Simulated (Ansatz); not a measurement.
# H3S⁺, triplet: reading a ladder of total energies

Geometry: displaced at random from a stationary point.

```xyz
4

S     0.0003   -0.0393    0.0026
H    -0.0006    1.3020   -0.0086
H     0.0474    0.0058    1.4689
H    -0.0554   -0.0571   -1.5415
```

Basis 6-31G; Ansatz 0.2.0. Correlated methods freeze the noble-gas cores, which leaves 8 electrons in 14 orbitals. R marks a restricted (for open shells ROHF) determinant, U an unrestricted one.

Full CI is exact within this basis and frozen core; it isn't the basis-set limit. The frozen core follows each run's orbitals, which can shift R against U totals by a few meV.

UCCSD has a T1 diagnostic of 0.016 and a largest doubles amplitude of 0.12.

Runs differ by some tens of microhartree through their thresholds and, for an open shell, their frozen cores, so the step to full CI, which has another core, is uncertain by up to 0.1 kcal/mol.

```csv
level,total energy (hartree)
UHF,-398.718945
UMP2,-398.769105
UCCSD,-398.790440
UCCSD(T),-398.791140
UCCSDT,-398.791386
UCCSDT(Q),-398.791406
UCCSDTQ,-398.791412
full CI,-398.791409
```

**Question.** What is the correlation energy at full CI, and what share of it do UMP2 and UCCSD recover?

**Answer.** E(corr) = -398.791409 − (-398.718945) = -0.072464 hartree = -1.972 eV. UMP2: -0.050160 / -0.072464 = 69.22 %. UCCSD: -0.071495 / -0.072464 = 98.66 %.

**Question.** By how many kcal/mol does UCCSD(T) miss full CI (1 hartree = 627.509 kcal/mol), and which steps make up the rest?

**Answer.** -398.791140 − (-398.791409) = 0.000269 hartree = 0.17 kcal/mol. Steps: UCCSDT − UCCSD(T) = -0.15, UCCSDT(Q) − UCCSDT = -0.01, UCCSDTQ − UCCSDT(Q) = 0.00, full CI − UCCSDTQ = 0.00 kcal/mol. That is within 1 kcal/mol of the reference in this basis, which itself misses far more of the correlation at the basis-set limit.
